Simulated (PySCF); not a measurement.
# Bond length, frequency and bond energy of MgP⁺ by level of theory

State: ³Σ⁻ (triplet), unpaired electrons π ↑↑. Set-up: basis Mg cc-pVDZ, P cc-pV(D+d)Z; no relativity; PySCF 2.14. De refers to Mg⁺ + P in their high-spin ground configurations, without counterpoise correction. The functionals are run spin-unrestricted. A positive dipole points towards P; it is taken about the centre of mass and depends on that origin. Levels whose curve was spin-contaminated or gave no clean fit are not listed.

| Level | Re (Å) | ωe (cm⁻¹) | De (eV) | μ (D) |
| --- | --- | --- | --- | --- |
| ROHF | 2.457 | 370 | 0.015 | -8.13 |
| ROHF-MP2 | 2.465 | 371 | 0.89 | n/a |
| ROHF-SCS-MP2 | 2.478 | 358 | 0.96 | n/a |
| ROHF-CCSD | 2.513 | 324 | 1.05 | n/a |
| ROHF-CCSD(T) | 2.520 | 319 | 1.15 | n/a |
| PBE | 2.475 | 347 | 1.68 | -6.43 |
| TPSS | 2.466 | 355 | 1.65 | -6.97 |
| TPSSh | 2.460 | 358 | 1.57 | -7.12 |
| B3LYP | 2.472 | 345 | 1.55 | -6.53 |
| PBE0 | 2.459 | 353 | 1.47 | -6.89 |
| ωB97X | 2.423 | 381 | 1.47 | -7.80 |

The bond length runs from 2.423 Å (ωB97X) to 2.520 Å (ROHF-CCSD(T)). De spans 0.01 eV (ROHF, mean field) to 1.68 eV (PBE, GGA). Correlation at CCSD(T) changes the Hartree–Fock bond energy by +1.14 eV; the triples alone change it by +0.10 eV.

Correlated steps freeze 6 core orbitals. Correlated levels converge slowly with the basis: in double zeta they bind strong bonds too weakly, by up to about 1 eV, and carry superposition errors of some tenths. For an ion De counts to the pair picked by the measured ionisation energies or electron affinities, which need not be the lowest pair at this level. UHF is strongly spin-contaminated for MgP⁺, so the ROHF reference used there is far from stable. The state is the lowest determinant that a PBE0 search found; another state may lie lower at other levels.
